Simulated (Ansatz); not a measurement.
B(H2S)H3 (BH₅S). Charge 0, multiplicity 1. Geometry relaxed at B3LYP-D4/def2-TZVP.

```
atom   x (Å)   y (Å)   z (Å)
  B1   0.486   0.031   0.740
  S2  -0.234  -0.395  -1.110
  H3  -1.536  -0.652  -0.884
  H4  -0.497   0.820  -1.627
  H5   0.493  -1.073   1.217
  H6  -0.284   0.815   1.217
  H7   1.572   0.454   0.446
```

**Question.** Estimate the harmonic wavenumbers at RKS B3LYP-D4/def2-TZVP (Ansatz, unscaled). Is this a minimum?

**Answer.** 231, 361, 484, 544, 862, 929, 1115, 1165, 1171, 1219, 2483, 2554, 2582, 2652, 2663 cm⁻¹. Yes, no mode is imaginary beyond noise. Zero-point energy 125.7 kJ/mol. Run time 15 s (4 threads of Arm Neoverse V2 on a shared host).
